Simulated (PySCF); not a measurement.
Compound: propionyl chloride, C3H5ClO.
SMILES with atom numbers: `[CH3:1][CH2:2][C:3](=[O:4])[Cl:5]` (hydrogens: H6, H7, H8 on C1; H9, H10 on C2)

The calculation used PBE0-D3(BJ)/def2-SVP geometry optimisation, gas phase in PySCF 2.14.0.

(1) Give the optimised bond lengths and angles.

Results:

(1) 
```tsv
bond	length (Å)	order
C1–C2	1.516	single
C2–C3	1.500	single
C3=O4	1.182	double
C3–Cl5	1.797	single
C1–H6, C1–H7, C1–H8	1.099	single
C2–H9, C2–H10	1.103	single
```

Bonds in one row agree within 0.01 Å and their mean is given. Orders are formal, as drawn. A selection of angles:
```tsv
angle	degrees
C2–C1–H6	110.3
C2–C1–H7	111.2
H6–C1–H7	108.3
C1–C2–C3	113.0
C1–C2–H9	112.4
C3–C2–H9	106.7
H9–C2–H10	104.8
C2–C3–O4	127.5
C2–C3–Cl5	111.8
O4–C3–Cl5	120.7
```

Dihedral angles: C1–C2–C3–O4 0° (synperiplanar).

The 5 heavy atoms lie in one plane (0.001 Å rms). Of the pairs four or more bonds apart, O4···H7 is among the closest relative to their van der Waals radii: 2.83 Å, 104 % of the sum of Bondi's values.

Point group: Cs (every atom within 0.08 Å of its image). Whether it is a minimum is left open (no frequencies). The numbers are those of one conformer.
